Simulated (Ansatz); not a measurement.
System: C₂H₄ (charge 0, singlet). 
Geometry from a B3LYP-D3(BJ)/def2-TZVP (Ansatz, a program for electronic structure) optimisation:
SMILES: C=C
```xyz
6

C     -0.0012    -0.0058     0.6623
C      0.0012     0.0058    -0.6623
H      0.0167     0.9104     1.2401
H     -0.0212    -0.9321     1.2238
H      0.0212     0.9321    -1.2238
H     -0.0167    -0.9104    -1.2401
```

Basis-set convergence of Hartree-Fock and CCSD(T) correlation energies (hartree) with Ansatz. Valence correlation only, unless marked. No spin-orbit coupling. No relativistic terms.

```json
[
 {"basis": "cc-pVDZ", "functions": "48", "E(HF)": "-78.04014", "E(corr, CCSD(T))": "-0.31412"},
 {"basis": "cc-pVTZ", "functions": "116", "E(HF)": "-78.06404", "E(corr, CCSD(T))": "-0.37459"},
 {"basis": "cc-pVQZ", "functions": "230", "E(HF)": "-78.06933", "E(corr, CCSD(T))": "-0.39230"}
]
```

Extrapolating the two largest sets (X = 3 and 4) as X^-3: E(corr) = (64·(-0.39230) - 27·(-0.37459))/37 = -0.4052 Eh, an estimate of the basis-set limit. The largest set recovers 96.8 % of it, the smallest 77.5 %.
